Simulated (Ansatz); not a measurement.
**AlNH2 (singlet): the correlation ladder, cc-pVDZ**

How much of the correlation energy of AlNH2 (singlet) does each wave-function method recover here?

Program: Ansatz 0.2.0, Gaussian basis. Level of theory: cc-pVDZ, core rule «outside noble gas», up to 6 orbitals frozen. These are calculated values, not measurements.

To be run: UHF; CCSD(T) on RHF; BCCD(T) on RHF; CISD; CCSDT(Q) on RHF; CCSDTQ on RHF.

15 further runs of the same task are left out: 12 for a known fault of the program, 3 set aside as unsound or not needed.

**1. The system**

The geometry is a PBE0/def2-TZVP stationary point (not a proven minimum) of the parent state, kept for this charge and spin.

4 atoms, charge 0, spin multiplicity 1.

Atoms are counted from 1 here; the program's logs count them from 0.

Bond lengths: Al1–N2 1.771 Å, N2–H3 1.007 Å, N2–H4 1.007 Å. Angles: Al1–N2–H3 124.1°, Al1–N2–H4 124.1°, H3–N2–H4 111.7°.

**2. UHF**

Contents of in.yaml:

```yaml
crystal:
  periodic: [false, false, false]
  atoms:
    - {symbol: Al, position_ang: [0.000000, 0.000000, 0.686473]}
    - {symbol: N, position_ang: [0.000000, 0.000000, -1.084932]}
    - {symbol: H, position_ang: [0.000000, 0.833405, -1.649784]}
    - {symbol: H, position_ang: [0.000000, -0.833405, -1.649784]}
basis:
  gaussian: {orbitals: cc-pVDZ}
magnetization: {spin_polarized: true, initial_magnetization: 0}
hamiltonian: {xc: hf}
output: {orbitals: {seedname: orbitals}}
```

The run is started by

```sh
$ ansatz run in.yaml --threads 1 --pin off --events-out ev --progress --plain --max-ram 4096MiB --backend cpu
```

The runs that follow: CCSD(T) on RHF; BCCD(T) on RHF; CISD; CCSDT(Q) on RHF; CCSDTQ on RHF.

Q: Predict the results of all the runs planned. Wanted: RCCSDTQ below the RHF energy; RMP2 from RCCSDTQ; RCCSD from RCCSDTQ; RCCSD(T) from RCCSDTQ; RCCSDT(Q) from RCCSDTQ; T1 diagnostic.

The runs gave:

| quantity | value |
| --- | --- |
| RCCSDTQ below the RHF energy | -6.9177 eV |
| RMP2 from RCCSDTQ | +845.3 meV |
| RCCSD from RCCSDTQ | +206.9 meV |
| RCCSD(T) from RCCSDTQ | +31.0 meV |
| RCCSDT(Q) from RCCSDTQ | -1.6 meV |
| levels within 1 kcal/mol (43 meV) | RCCSD(T), BCCD(T), RCCSDT, RCCSDT(Q) |
| T1 diagnostic | 0.016 |

**Reading.** RCCSD(T) lands +31.0 meV from the yardstick (0.4 % of the correlation energy). These misses are within one basis, not against nature.
